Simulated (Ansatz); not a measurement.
Results of revPBE (Ansatz, an electronic-structure program, PAW) for diamond-structure Ge.

Input:

Ansatz 0.2 input:
```yaml
crystal:
  lattice:
    - [0.0, 2.8812061376, 2.8812061376]
    - [2.8812061376, 0.0, 2.8812061376]
    - [2.8812061376, 2.8812061376, 0.0]
  atoms:
    - { symbol: Ge, position: [0.0, 0.0, 0.0] }
    - { symbol: Ge, position: [0.25, 0.25, 0.25] }
basis:
  ecutwfc: 520
  ecutrho_ratio: 4
  xc_grid: 2
kpoints:
  mp_grid: { grid: [10, 10, 10] }
hamiltonian:
  xc: revpbe
  dispersion: none
  pseudopotentials: { kind: paw }
scf:
  occupations: { method: fermi_dirac, width: 0.01 }
  convergence: { dr2_threshold: 0.0000000002 }
output:
  forces: true
  stress: true
  eigenvalues: true
```

From the output:

```
Crystal: 2 atoms, lattice volume = 47.836 Å³
Basis set: ecut = 520 eV, 1243 PW (Γ), exchange–correlation on 64×64×64 points (8 copies of the dense FFT grid, shifted against one another)
Bands: 18, of which v1, the nominal top of the filled ones, is band 14 counted from 1 (13 counted from 0)
Symmetry: 48 space group operations
Space group: Fd-3m (ITA 227), of the structure as read, at distance tolerance 3.6e-5 Å
k-points: 47 of 1000
Functional: x = revpbe(κ = 1.245, μ = 0.2195149727645171), c = pbe(β = 0.06672455060314922)
SCF iter   1: F=—  HF=-8598.130948 eV  |F-HF|=—  |Δ(HF+E_count)|=         —  Δρ=1.98e-3  dr2=1.27e-3
SCF iter   2: F=—  HF=-8598.130487 eV  |F-HF|=—  |Δ(HF+E_count)|=   4.61e-4  Δρ=5.68e-4  dr2=2.31e-4
  ...
SCF iter   6: F=—  HF=-8598.130474 eV  |F-HF|=—  |Δ(HF+E_count)|=   4.08e-7  Δρ=1.01e-6  dr2=7.62e-10
SCF iter   7: F=-8598.130474 eV  HF=-8598.130474 eV  |F-HF|=7.28e-12  |Δ(HF+E_count)|=   2.78e-9  Δρ=2.34e-7  dr2=1.16e-11
SCF 1 converged in 7 iterations: F = -8598.130474 eV  dr2 = 1.16e-11
SCF converged after 7 iterations
Free energy (F): -8598.130474 eV
Internal energy: -8598.130436 eV  (E = F + TS)
E sigma→0 (E₀):  -8598.130455 eV
Fermi energy:    7.953895 eV
--- Forces (eV/Å), atoms counted from 1 ---
  atom   1  Ge    -0.00000000     0.00000000    -0.00000000
  atom   2  Ge    -0.00000000    -0.00000000    -0.00000000
--- Stress (GPa, compression-positive) ---
        1.144101      -0.000000       0.000000
       -0.000000       1.144101       0.000000
        0.000000       0.000000       1.144101
  P = ⅓ Tr σ = 1.1441 GPa (11.441 kbar)
```

The cell is one volume of an energy–volume scan, off the minimum.

The PAW data were made under PBE.

Note: the gap of the solid is closed in this run. Note: the run finds no gap at this volume, although the solid has one.
